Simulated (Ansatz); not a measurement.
`O=C=NP` + `N[SiH3]` → `[SiH3]NP` + `N=C=O` at 700 K and 1 bar (ligand exchange at a P–N bond).

Gas-phase electronic energies from Ansatz, PBE0-D4/def2-TZVP geometries. CBS: MP2 limit from def2 TZ/QZ plus the TZ coupled-cluster correction, frozen cores. This one scheme is used for every species. One conformer a species, not always the lowest.

```json
{"species": "`O=C=NP`", "CCSD(T)/CBS energy (Eh)": "-510.05485", "H − E (kJ/mol)": "131.3", "S (J/(mol·K))": "369.7"}
{"species": "`N[SiH3]`", "CCSD(T)/CBS energy (Eh)": "-346.80422", "H − E (kJ/mol)": "180.7", "S (J/(mol·K))": "336.3"}
{"species": "`[SiH3]NP`", "CCSD(T)/CBS energy (Eh)": "-688.33766", "H − E (kJ/mol)": "220.8", "S (J/(mol·K))": "413.7"}
{"species": "`N=C=O`", "CCSD(T)/CBS energy (Eh)": "-168.51995", "H − E (kJ/mol)": "89.3", "S (J/(mol·K))": "283.6"}
```

H − E and S are ideal-gas, rigid-rotor, harmonic terms from PBE0-D4/def2-TZVP, for one conformer and one mirror image of each species. 1 Eh = 2625.50 kJ/mol, R = 8.31446 J/(mol·K).

Problem. By hand: ΔE, ΔH, ΔS and ΔG.

Solution. ΔE = (-688.33766) + (-168.51995) − (-510.05485) − (-346.80422) = 0.00146 Eh = 3.8 kJ/mol. Δ(H − E) = 220.8 + 89.3 − 131.3 − 180.7 = -1.9, so ΔH = 1.9 kJ/mol. ΔS = 413.7 + 283.6 − 369.7 − 336.3 = -8.7 J/(mol·K). ΔG = 1.9 − 700 × (-8.7)/1000 = 8.0 kJ/mol.

Problem. By hand: the equilibrium constant, and the temperature at which ΔG would vanish if ΔH and ΔS stayed fixed.

Solution. log₁₀ K = −ΔG/(RT ln 10) = -0.6. ΔH and −TΔS have one sign here, so there is no such temperature.

TΔS isn't small against ΔH here. A doubt of 5 kJ/mol in ΔE shifts log₁₀ K by 0.4 here. Other conformers and mirror images would add mixing entropy, several J/(mol·K) or more a flexible species. These are equilibria of isolated gas molecules and say nothing of rates. Largest T1 diagnostic: 0.018 (customary marks: 0.02 for closed shells, 0.045 for open ones).

ΔS is within the doubt of such terms, so its sign, and with it that verdict, could turn.
